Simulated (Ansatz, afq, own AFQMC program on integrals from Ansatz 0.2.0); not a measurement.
**AlBH2 (triplet): quantum Monte Carlo beside coupled cluster at distance B1–Al2 = 3.840 Å, cc-pVDZ**

Aim: compute AlBH2 (triplet) with auxiliary-field quantum Monte Carlo on the same integrals as coupled cluster, and set the energies side by side.

Computed with Ansatz 0.2.0, Gaussian basis, and an in-house AFQMC program (afq) on its integrals; all values are calculated. Level: cc-pVDZ, frozen cores.

To be run: PBE (unrestricted); r2SCAN (unrestricted); PBE0 (unrestricted); B3LYP (unrestricted); wB97M-V (unrestricted); B2PLYP (unrestricted); CCSD(T) on UHF; CCSDT(Q) on UHF; Phaseless AFQMC, CISD trial on UHF; Phaseless AFQMC, single-determinant trial on UHF.

1 further run of the same task is left out (it didn't finish).

## 1. The geometry

The geometry derives from a PBE0/def2-TZVP stationary point (not a proven minimum). One bond is set to the value named and the two fragments are kept rigid.

4 atoms, charge 0, spin multiplicity 3.

Atoms are counted from 1 here; the program's logs count them from 0.

Bond lengths: B1–H3 1.195 Å, B1–H4 1.195 Å. Angles: H3–B1–H4 128.7°.

## 2. PBE (unrestricted)

Contents of in.yaml:

```yaml
crystal:
  periodic: [false, false, false]
  atoms:
    - {symbol: B, position_ang: [0.000000, 0.000000, 2.576511]}
    - {symbol: Al, position_ang: [0.000000, 0.000000, -1.263489]}
    - {symbol: H, position_ang: [0.000000, 1.077612, 3.093549]}
    - {symbol: H, position_ang: [0.000000, -1.077612, 3.093549]}
basis:
  gaussian: {orbitals: cc-pVDZ}
magnetization: {spin_polarized: true, initial_magnetization: 2}
hamiltonian: {xc: {name: PBE}}
output: {orbitals: {seedname: orbitals}}
```

Launch:

```console
$ ansatz run in.yaml --threads 1 --pin off --events-out ev --progress --plain --max-ram 1382MiB
```

The log of the run:

```text
Functional definition: PBE
  name "PBE"
  cite "Perdew, Burke & Ernzerhof, Phys. Rev. Lett. 77, 3865 (1996) doi:10.1103/PhysRevLett.77.3865"
  parent pbe
  parameter kappa = 0.804
  parameter beta = 0.06672455060314922
  exchange = pbe_x(kappa = kappa, mu = beta*pi^2/3)
  correlation = pbe_c(beta = beta)
523 factors; their error is unknown
mean field evaluation 1: about -7288.9183 eV, gradient 2.1e1 eV
mean field evaluation 2: about -7163.1295 eV, gradient 5.2e1 eV
mean field evaluation 4: about -7290.9878 eV, gradient 1.4e1 eV
mean field evaluation 8: about -7295.7317 eV, gradient 8.7e-1 eV
mean field evaluation 16: about -7295.7177 eV, gradient 1.3e-3 eV
mean field evaluation 32: about -7292.9184 eV, gradient 7.0e0 eV
mean field evaluation 64: about -7295.4712 eV, gradient 1.0e0 eV
mean field evaluation 96: about -7295.3188 eV, gradient 2.1e0 eV
mean field evaluation 128: about -7294.2157 eV, gradient 1.1e-1 eV
mean field -7295.71774941 eV, -268.1126820759 hartree, gradient 6.2e-6 eV, S^2 2.004874; 18 other end points of the search recorded, 0 dependent functions left out
reference -7295.71778581 eV, -268.1126834135 hartree; 11, 9 occupied and 31, 33 virtual orbitals, 523 factors
Total energy: -7295.71778581 eV, -268.1126834135 hartree
```

Run time: 7.5 s. Hardware: 1 thread of Arm Neoverse V2, shared host.

From the report: ⟨S²⟩ of the determinant 2.005 (pure triplet: 2.00).

## 3. r2SCAN (unrestricted)

Edit in.yaml of step 2 so:

```diff
@@ -10,3 +10,2 @@
 magnetization: {spin_polarized: true, initial_magnetization: 2}
-hamiltonian: {xc: {name: PBE}}
-output: {orbitals: {seedname: orbitals}}
+hamiltonian: {xc: {name: r2SCAN}}
```

Launched as before.

The log of the run (excerpt; [...] marks lines left out):

```text
Functional definition: r2SCAN
  name "r2SCAN"
  cite "Furness, Kaplan, Ning, Perdew & Sun, J. Phys. Chem. Lett. 11, 8208 (2020) doi:10.1021/acs.jpclett.0c02405"
  cite "Furness, Kaplan, Ning, Perdew & Sun, J. Phys. Chem. Lett. 11, 9248 (2020) doi:10.1021/acs.jpclett.0c03077"
  parent r2scan
[...]
523 factors; their error is unknown
[...]
mean field -7299.35895715 eV, -268.2464939920 hartree, gradient 3.0e-6 eV, S^2 2.010866; 13 other end points of the search recorded, 0 dependent functions left out
reference -7299.35897105 eV, -268.2464945028 hartree; 11, 9 occupied and 31, 33 virtual orbitals, 523 factors
Total energy: -7299.35897105 eV, -268.2464945028 hartree
```

Wall time 12 s (1 thread of Arm Neoverse V2, shared host).

From the report: ⟨S²⟩ of the determinant 2.011 (pure triplet: 2.00).

## 4. PBE0 (unrestricted)

Edit in.yaml of step 3 so:

```diff
@@ -10,2 +10,3 @@
 magnetization: {spin_polarized: true, initial_magnetization: 2}
-hamiltonian: {xc: {name: r2SCAN}}
+hamiltonian: {xc: {name: PBE0}}
+output: {orbitals: {seedname: orbitals}}
```

The command is unchanged.

The log of the run (excerpt; [...] marks lines left out):

```text
Functional definition: PBE0
  name "PBE0"
  cite "Adamo & Barone, J. Chem. Phys. 110, 6158 (1999) doi:10.1063/1.478522"
  cite "Perdew, Burke & Ernzerhof, Phys. Rev. Lett. 77, 3865 (1996) doi:10.1103/PhysRevLett.77.3865"
  parent pbe
[...]
401 factors; integrals over basis functions are off by at most 1.2e-3 eV
[...]
mean field -7296.48945576 eV, -268.1410417611 hartree, gradient 6.6e-6 eV, S^2 2.006527; 8 other end points of the search recorded, 0 dependent functions left out
reference -7296.48948336 eV, -268.1410427753 hartree; 11, 9 occupied and 31, 33 virtual orbitals, 401 factors
Total energy: -7296.48948336 eV, -268.1410427753 hartree
```

Run time: 4.5 s. Hardware: 1 thread of Arm Neoverse V2, shared host.

From the report: ⟨S²⟩ of the determinant 2.007 (pure triplet: 2.00).

## 5. B3LYP (unrestricted)

Edit in.yaml of step 4 so:

```diff
@@ -10,3 +10,2 @@
 magnetization: {spin_polarized: true, initial_magnetization: 2}
-hamiltonian: {xc: {name: PBE0}}
-output: {orbitals: {seedname: orbitals}}
+hamiltonian: {xc: {name: B3LYP}}
```

Launched as before.

The log of the run (excerpt; [...] marks lines left out):

```text
Functional definition: B3LYP
  name "B3LYP"
  cite "Stephens, Devlin, Chabalowski & Frisch, J. Phys. Chem. 98, 11623 (1994) doi:10.1021/j100096a001"
  cite "Becke, Phys. Rev. A 38, 3098 (1988) doi:10.1103/PhysRevA.38.3098"
  cite "Lee, Yang & Parr, Phys. Rev. B 37, 785 (1988) doi:10.1103/PhysRevB.37.785"
  cite "Vosko, Wilk & Nusair, Can. J. Phys. 58, 1200 (1980) doi:10.1139/p80-159"
[...]
401 factors; integrals over basis functions are off by at most 1.2e-3 eV
[...]
mean field -7301.53542345 eV, -268.3264776533 hartree, gradient 4.6e-6 eV, S^2 2.004483; 13 other end points of the search recorded, 0 dependent functions left out
reference -7301.53564453 eV, -268.3264857779 hartree; 11, 9 occupied and 31, 33 virtual orbitals, 401 factors
Total energy: -7301.53564453 eV, -268.3264857779 hartree
```

Run time: 6 s. Hardware: 1 thread of Arm Neoverse V2, shared host.

From the report: ⟨S²⟩ of the determinant 2.004 (pure triplet: 2.00).

## 6. wB97M-V (unrestricted)

Edit in.yaml of step 5 so:

```diff
@@ -10,2 +10,3 @@
 magnetization: {spin_polarized: true, initial_magnetization: 2}
-hamiltonian: {xc: {name: B3LYP}}
+hamiltonian: {xc: {name: wB97M-V}}
+output: {orbitals: {seedname: orbitals}}
```

Same command.

The log of the run (excerpt; [...] marks lines left out):

```text
Functional definition: wB97M-V
  name "wB97M-V"
  cite "Mardirossian & Head-Gordon, J. Chem. Phys. 144, 214110 (2016) doi:10.1063/1.4952647"
  cite "Becke, J. Chem. Phys. 107, 8554 (1997) doi:10.1063/1.475007"
  cite "Vydrov & Van Voorhis, J. Chem. Phys. 133, 244103 (2010) doi:10.1063/1.3521275"
  # Of w^i u^j: cxij and so on, Table III.
[...]
  gx(w, u) = 1 - cx + cx01*u + cx10*w
  gss(w, u) = css00 + css04*u^4 + css10*w + css20*w^2 + css43*w^4*u^3
  gos(w, u) = cos00 + cos10*w + (cos20 + cos21*u)*w^2 + (cos60 + cos61*u)*w^6
[...]
      + integral(e_c_pw_mod_opposite_spin*gos(b97_w_opposite, b97_u_opposite)) + vv10(b, c)
401 factors; integrals over basis functions are off by at most 1.2e-3 eV
152 factors; integrals over basis functions are off by at most 2.0e-5 eV
[...]
mean field -7299.49647906 eV, -268.2515478290 hartree, gradient 5.7e-6 eV, S^2 2.001814; 4 other end points of the search recorded, 0 dependent functions left out
reference -7299.49651729 eV, -268.2515492341 hartree; 11, 9 occupied and 31, 33 virtual orbitals, 401 factors
Total energy: -7299.49651729 eV, -268.2515492341 hartree
```

Wall time 11 s (1 thread of Arm Neoverse V2, shared host).

From the report: ⟨S²⟩ of the determinant 2.002 (pure triplet: 2.00).

## 7. B2PLYP (unrestricted)

Edit in.yaml of step 6 so:

```diff
@@ -10,3 +10,3 @@
 magnetization: {spin_polarized: true, initial_magnetization: 2}
-hamiltonian: {xc: {name: wB97M-V}}
-output: {orbitals: {seedname: orbitals}}
+hamiltonian: {xc: {name: B2PLYP}}
+correlation: {electrons: outside_noble_gas}
```

Same command.

The log of the run (excerpt; [...] marks lines left out):

```text
Functional definition: B2PLYP
  name "B2PLYP"
  cite "Grimme, J. Chem. Phys. 124, 034108 (2006) doi:10.1063/1.2148954"
  cite "Becke, Phys. Rev. A 38, 3098 (1988) doi:10.1103/PhysRevA.38.3098"
  cite "Lee, Yang & Parr, Phys. Rev. B 37, 785 (1988) doi:10.1103/PhysRevB.37.785"
[...]
401 factors; integrals over basis functions are off by at most 1.2e-3 eV
[...]
mean field -7295.59340532 eV, -268.1081125149 hartree, gradient 5.7e-6 eV, S^2 2.009023; 9 other end points of the search recorded, 0 dependent functions left out
6 core orbitals not correlated: weight in the atoms' cores, before any rotation towards them, 1.000 or more for the frozen orbitals, at most 0.000 for the correlated occupied ones
reference -7295.59354516 eV, -268.1081176539 hartree; 5, 3 occupied and 31, 33 virtual orbitals, 401 factors
second order -3.43614340 eV of doubles, -0.00000000 eV of singles
Total energy: -7296.52130388 eV, -268.1422121579 hartree
```

It took 6 s on 1 thread of Arm Neoverse V2, shared host.

From the report: ⟨S²⟩ of the determinant 2.009 (pure triplet: 2.00).

## 8. CCSD(T) on UHF

Edit in.yaml of step 7 so:

```diff
@@ -10,3 +10,2 @@
 magnetization: {spin_polarized: true, initial_magnetization: 2}
-hamiltonian: {xc: {name: B2PLYP}}
-correlation: {electrons: outside_noble_gas}
+correlation: {method: ccsd_t, electrons: outside_noble_gas, hamiltonian_folder: ham}
```

The command is unchanged.

The log of the run (excerpt; [...] marks lines left out):

```text
Functional definition: HF
  name "HF"
  cite "Fock, Z. Phys. 61, 126 (1930) doi:10.1007/BF01340294"
  parent pbe
[...]
401 factors; integrals over basis functions are off by at most 1.2e-3 eV
[...]
mean field -7282.55680566 eV, -267.6290263137 hartree, gradient 8.1e-6 eV, S^2 2.018421; 24 other end points of the search recorded, 0 dependent functions left out
determinant -7282.55680566 eV, -267.6290263137 hartree, with singles and doubles -7286.23414033 eV, -267.7641658704 hartree
determinant -7282.52786145 eV, -267.6279626336 hartree, with singles and doubles -7286.19406394 eV, -267.7626930902 hartree
determinant -7282.14774321 eV, -267.6139935461 hartree, with singles and doubles -7285.83960939 eV, -267.7496671256 hartree
determinant -7281.51822845 eV, -267.5908593051 hartree, with singles and doubles -7285.41278830 eV, -267.7339817400 hartree
[...]
determinant -7279.73547109 eV, -267.5253441807 hartree, with singles and doubles -7284.47304682 eV, -267.6994468776 hartree
determinant -7282.55680566 eV, -267.6290263137 hartree, with singles and doubles -7286.23398097 eV, -267.7641600139 hartree
determinant -7282.52786145 eV, -267.6279626336 hartree, with singles and doubles -7286.19417556 eV, -267.7626971920 hartree
determinant -7282.14774321 eV, -267.6139935461 hartree, with singles and doubles -7285.83986309 eV, -267.7496764490 hartree
6 core orbitals not correlated: weight in the atoms' cores, before any rotation towards them, 1.000 or more for the frozen orbitals, at most 0.000 for the correlated occupied ones
reference -7282.55680566 eV, -267.6290263137 hartree; 5, 3 occupied and 31, 33 virtual orbitals, 401 factors
second order -2.68350352 eV of doubles, -0.00000000 eV of singles
cycle   1  -3.67717958 eV  change   -4.3e-6 eV  update   2.0e-6
perturbative correction -0.06104406 eV, -0.0022433277 hartree
Total energy: -7286.29502929 eV, -267.7664034984 hartree
```

Wall time 6 s (1 thread of Arm Neoverse V2, shared host).

From the report: ⟨S²⟩ of the determinant 2.018 (pure triplet: 2.00); correlation -3.7382 eV; T1 0.018; largest double amplitude 0.10.

This run also writes the integrals to the folder ham.

## 9. CCSDT(Q) on UHF

Edit in.yaml of step 8 so:

```diff
@@ -10,2 +10,2 @@
 magnetization: {spin_polarized: true, initial_magnetization: 2}
-correlation: {method: ccsd_t, electrons: outside_noble_gas, hamiltonian_folder: ham}
+correlation: {method: ccsdt_q, electrons: outside_noble_gas}
```

Same command.

The log of the run (excerpt; [...] marks lines left out):

```text
Functional definition: HF
  name "HF"
  cite "Fock, Z. Phys. 61, 126 (1930) doi:10.1007/BF01340294"
  parent pbe
[...]
766 factors; integrals over basis functions are off by at most 2.4e-7 eV
[...]
mean field -7282.55682250 eV, -267.6290269327 hartree, gradient 8.2e-6 eV, S^2 2.018421; 24 other end points of the search recorded, 0 dependent functions left out
determinant -7282.55682250 eV, -267.6290269327 hartree, with singles and doubles -7286.23415595 eV, -267.7641664444 hartree
determinant -7282.52787344 eV, -267.6279630741 hartree, with singles and doubles -7286.19407434 eV, -267.7626934722 hartree
determinant -7282.14775247 eV, -267.6139938861 hartree, with singles and doubles -7285.83961769 eV, -267.7496674308 hartree
determinant -7281.51824628 eV, -267.5908599606 hartree, with singles and doubles -7285.41280599 eV, -267.7339823900 hartree
[...]
determinant -7282.55682250 eV, -267.6290269327 hartree, with singles and doubles -7286.23399705 eV, -267.7641606050 hartree
determinant -7282.52787344 eV, -267.6279630741 hartree, with singles and doubles -7286.19418604 eV, -267.7626975771 hartree
determinant -7282.14775247 eV, -267.6139938861 hartree, with singles and doubles -7285.83987106 eV, -267.7496767418 hartree
6 core orbitals not correlated: weight in the atoms' cores, before any rotation towards them, 1.000 or more for the frozen orbitals, at most 0.000 for the correlated occupied ones
reference -7282.55682250 eV, -267.6290269327 hartree; 5, 3 occupied and 31, 33 virtual orbitals, 766 factors
second order -2.68352624 eV of doubles, -0.00000000 eV of singles
cycle   1  -3.35343890 eV  change   -6.7e-1 eV  update   7.9e-2
[...]
cycle  22  -3.76893135 eV  change    5.8e-7 eV  update   5.9e-7
perturbative correction -0.00244691 eV, -0.0000899222 hartree
Total energy: -7286.32820076 eV, -267.7676225274 hartree
```

It took 18 s on 1 thread of Arm Neoverse V2, shared host.

From the report: ⟨S²⟩ of the determinant 2.018 (pure triplet: 2.00); correlation -3.7714 eV; T1 0.026; largest double amplitude 0.12.

## 10. Phaseless AFQMC, CISD trial on UHF

It reads the integrals that the CCSD(T) run on this determinant wrote.

Launch:

```console
$ afq ham --method phaseless --trial cisd --walkers 60 --populations 1 --least-time 40 --time-step 0.005 --steps-per-block 50 --equilibration-blocks 40 --max-blocks 300 --target-error 0.00068 --factor-cut 1e-05 --start spin_pure --seed 1674 --release-times 0.24,0.51,0.99,1.62,2.4 --release-step 0.03 --release-every 4 --taylor-order 6
```

The log of the run:

```text
orbitals 36  electrons 5 3  factors 249 of 401
reference energy -267.62902631 Eh
CCSD correlation -0.13513390 Eh in 15 cycles, weight of the determinant in the CISD state 0.8863
energy of the start -267.763886 Eh
 block  time / (1/Eh)  mean weight  energy / Eh
     1     0.250  0.9999  -267.762572
     2     0.500  0.9999  -267.762882
     3     0.750  1.0004  -267.762845
     4     1.000  1.0010  -267.762600
     5     1.250  1.0006  -267.763835
     6     1.500  1.0000  -267.763848
     7     1.750  1.0005  -267.763976
     8     2.000  1.0006  -267.764163
     9     2.250  1.0011  -267.764788
    10     2.500  1.0001  -267.764509
    11     2.750  0.9992  -267.764640
    16     4.000  0.9995  -267.763713
    21     5.250  1.0004  -267.765918
    26     6.500  0.9995  -267.767681
    31     7.750  0.9991  -267.765825
    36     9.000  0.9999  -267.765792
    41    10.250  1.0008  -267.766358
    46    11.500  0.9993  -267.767933
    51    12.750  0.9995  -267.765434
    56    14.000  0.9992  -267.765079
    61    15.250  1.0010  -267.767699
    66    16.500  1.0019  -267.765680
    71    17.750  1.0024  -267.768020
    76    19.000  1.0011  -267.766070
    81    20.250  1.0013  -267.770203
    86    21.500  0.9994  -267.767896
    91    22.750  0.9994  -267.770243
    96    24.000  1.0001  -267.770662
   101    25.250  0.9985  -267.770998
   106    26.500  0.9993  -267.765790
   111    27.750  1.0010  -267.764740
   116    29.000  1.0015  -267.769567
   121    30.250  1.0000  -267.769030
   126    31.500  1.0008  -267.764805
   131    32.750  1.0015  -267.765244
   136    34.000  1.0010  -267.766578
   141    35.250  1.0015  -267.766046
   146    36.500  0.9984  -267.762665
   151    37.750  0.9998  -267.769512
   156    39.000  1.0031  -267.767421
   161    40.250  0.9978  -267.769802
   166    41.500  1.0000  -267.768173
   171    42.750  1.0001  -267.763082
   176    44.000  1.0008  -267.766161
   181    45.250  0.9983  -267.766653
   186    46.500  1.0007  -267.770798
   191    47.750  1.0010  -267.766437
   196    49.000  1.0000  -267.764595
blocks merged  error / Eh  count
     1  0.000395  160
     2  0.000443  80
     4  0.000478  40
     8  0.000555  20
    16  0.000661  10
released: time / (1/Eh)  energy / Eh  error  mean overlap
  0.24  -267.767180  0.000343  1.0102
  0.51  -267.767333  0.000347  1.0079
  0.99  -267.767476  0.000290  1.0087
  1.62  -267.767418  0.000366  1.0105
  2.40  -267.767539  0.000338  1.0074
energy -267.767425 +/- 0.000555 Eh
```

Wall time 3.3 min (1 thread of Arm Neoverse V2, shared host).

Energy -7286.3228 ± 0.0151 eV. Caveats: constraint bias not in the error.

## 11. Phaseless AFQMC, single-determinant trial on UHF

It reads the integrals that the CCSD(T) run on this determinant wrote.

Launch:

```console
$ afq ham --method phaseless --trial hf --walkers 120 --populations 1 --least-time 40 --time-step 0.005 --steps-per-block 20 --equilibration-blocks 160 --max-blocks 600 --target-error 0.00204 --factor-cut 1e-05 --start spin_pure --seed 9514 --taylor-order 6
```

The log of the run:

```text
orbitals 36  electrons 5 3  factors 249 of 401
reference energy -267.62902631 Eh
CCSD correlation -0.13513390 Eh in 15 cycles, weight of the determinant in the CISD state 0.8863
energy of the start -267.629208 Eh
 block  time / (1/Eh)  mean weight  energy / Eh
     1     0.100  0.9996  -267.650824
     2     0.200  1.0001  -267.666117
     3     0.300  1.0000  -267.679989
     4     0.400  1.0007  -267.690399
     5     0.500  1.0017  -267.704137
     6     0.600  1.0019  -267.711486
     7     0.700  1.0012  -267.714998
     8     0.800  0.9996  -267.722732
     9     0.900  0.9991  -267.724784
    10     1.000  1.0014  -267.729438
    15     1.500  1.0008  -267.734080
    29     2.900  1.0005  -267.750528
    43     4.300  0.9993  -267.769274
    57     5.700  0.9997  -267.767222
    71     7.100  0.9998  -267.767624
    85     8.500  1.0001  -267.747625
    99     9.900  0.9998  -267.754067
   113    11.300  0.9985  -267.756004
   127    12.700  1.0014  -267.773076
   141    14.100  1.0001  -267.756986
   155    15.500  0.9997  -267.752224
   169    16.900  0.9997  -267.755240
   183    18.300  1.0013  -267.764870
   197    19.700  1.0008  -267.760998
   211    21.100  0.9989  -267.764243
   225    22.500  1.0000  -267.783011
   239    23.900  0.9990  -267.773869
   253    25.300  1.0008  -267.757226
   267    26.700  1.0007  -267.764832
   281    28.100  0.9985  -267.811234
   295    29.500  1.0007  -267.776480
   309    30.900  1.0006  -267.773770
   323    32.300  1.0003  -267.775701
   337    33.700  1.0025  -267.758021
   351    35.100  0.9989  -267.752323
   365    36.500  1.0002  -267.769582
   379    37.900  0.9994  -267.769477
   393    39.300  1.0008  -267.774869
   407    40.700  1.0021  -267.758623
   421    42.100  1.0006  -267.765565
   435    43.500  0.9993  -267.779094
   449    44.900  1.0024  -267.767375
   463    46.300  1.0010  -267.750764
   477    47.700  0.9993  -267.744003
   491    49.100  0.9986  -267.754704
   505    50.500  0.9991  -267.770118
   519    51.900  1.0010  -267.760207
   533    53.300  1.0004  -267.768094
   547    54.700  0.9995  -267.768361
blocks merged  error / Eh  count
     1  0.000513  400
     2  0.000676  200
     4  0.000879  100
     8  0.001137  50
    16  0.001378  25
    32  0.001723  12
energy -267.766769 +/- 0.001378 Eh
```

Run time: 2.8 min. Hardware: 1 thread of Arm Neoverse V2, shared host.

Energy -7286.3050 ± 0.0375 eV. Caveats: constraint bias not in the error. The error still grows with block length (0.0309 to 0.0469 eV), so the bar may be too small.

## 12. AFQMC on the ladder

On the UHF determinant, counted from CCSDT(Q) (a yardstick, not exact):

```
                                                             level  energy (eV)  from CCSDT(Q) (meV)  statistical error (meV)     time
                                                                HF   -7282.5568              +3771.4                                  
                                                               MP2   -7285.2403              +1087.9                                  
                                                              CCSD   -7286.2340                +94.2                                  
                                                           CCSD(T)   -7286.2950                +33.2                                  
                                                          CCSDT(Q)   -7286.3282                  0.0                                  
               Phaseless AFQMC, CISD trial, step 0.005, 60 walkers   -7286.3228                 +5.4                     15.1  3.3 min
Phaseless AFQMC, single-determinant trial, step 0.005, 120 walkers   -7286.3050                +23.2                     37.5  2.8 min
```

The functionals' totals stand on their own zeros and serve differences with other points: PBE -7295.718 eV; r2SCAN -7299.359 eV; PBE0 -7296.489 eV; B3LYP -7301.536 eV; wB97M-V -7299.497 eV; B2PLYP -7296.521 eV.

## 13. What came out

| quantity | value |
| --- | --- |
| CCSD(T) on UHF from CCSDT(Q) | +33.2 meV |
| Phaseless AFQMC, CISD trial on UHF from CCSDT(Q) | +5.4 ± 15.1 meV |
| Phaseless AFQMC, single-determinant trial on UHF from CCSDT(Q) | +23.2 ± 37.5 meV |

What this shows: On UHF the phaseless walk with the CISD trial lies +5.4 meV from CCSDT(Q), within three error bars. Error bars are statistical and leave out the constraint, the time step and what remains of the start.
